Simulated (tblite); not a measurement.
`O=C1C[CH]CN1` [radical] (doublet state). Structure optimised with GFN2-xTB, isolated species. This method treats the open shell by occupation alone, without spin polarisation.

```
atom  x, y, z in Å
O1     2.2467   -0.8554    0.6418
C2     1.1551   -0.4445    0.3292
C3     0.7365    1.0079    0.1291
C4    -0.6866    0.9173   -0.2411
C5    -1.1284   -0.4956   -0.2687
N6     0.0680   -1.2111    0.0911
H7     1.3635    1.4756   -0.6403
H8     0.9170    1.5783    1.0489
H9    -1.3248    1.7477   -0.4612
H10   -1.9459   -0.6995    0.4444
H11   -1.4969   -0.8068   -1.2616
H12    0.0970   -2.2146    0.1624
```

Q: What is the repulsion energy of the bare nuclei, Σ ZA·ZB/RAB?

A: 231.39 Eh over 66 pairs, with full nuclear charges and distances in bohr; the largest single term is 21.03 Eh (O1 with C2).

Q: Work out the bond lengths O1=C2, C2–C3, C3–C4, C3–H8, C5–H11 in bohr.

A: For O1=C2 the difference vector is (-1.0916, 0.4109, -0.3126) Å, of length 1.2075 Å. 1 bohr = 0.529177 Å. O1=C2 2.282; C2–C3 2.881; C3–C4 2.784; C3–H8 2.074; C5–H11 2.086 bohr.

Q: How far are the heavy atoms from their best plane (unweighted least squares)?

A: 0.000 Å rms; none is more than 0.001 Å off.

Q: How far apart are these pairs, which share no bond: O1···H12, C2···H8, C2···H10, C5···H9, H7···H11, H8···H12?

A: O1···H12 2.588 Å (3 bonds apart); C2···H8 2.160 Å (2 bonds apart); C2···H10 3.114 Å (3 bonds apart); C5···H9 2.260 Å (2 bonds apart); H7···H11 3.712 Å (4 bonds apart); H8···H12 3.980 Å (4 bonds apart).

Q: What are the angles O1–C2–C3, C2–C3–H8, C2–C3–H7, C5–C4–H9, H10–C5–H11, C4–C5–H11, N6–C5–H10?

A: From the scalar product of the two bond vectors; for O1–C2–C3 it is -1.1163 Å² over 1.2075 × 1.5247 Å², cos θ = -0.6063. O1–C2–C3 127.3°; C2–C3–H8 109.9°; C2–C3–H7 109.9°; C5–C4–H9 124.0°; H10–C5–H11 106.4°; C4–C5–H11 112.7°; N6–C5–H10 111.2°.

Q: Where is the centre of mass (commonest isotopes), and what is the radius of gyration?

A: Mass 84.045 u; centre at (0.421, -0.211, 0.121) Å; Rg = √(Σ m r²/M) = 1.550 Å. As Ia + Ib + Ic = 2 Σ m r², the three principal moments sum to 404.0 u·Å².

Q: Write the matrix of distances between heavy atoms (Å, lower triangle).

A: 
```
O1    0.000
C2    1.208  0.000
C3    2.453  1.525  0.000
C4    3.539  2.360  1.473  0.000
C5    3.514  2.361  2.428  1.481  0.000
N6    2.275  1.351  2.318  2.283  1.440  0.000
```

The point group is Cs within 0.08 Å; differences among equivalent distances and angles are scatter left by the optimiser. Its GFN2-xTB frequencies are all real (lowest 128 cm⁻¹).

On Arm Neoverse V1, one thread, on a shared host, this took under 0.1 s of wall time. These figures are those of the optimisation.

These are computed values.
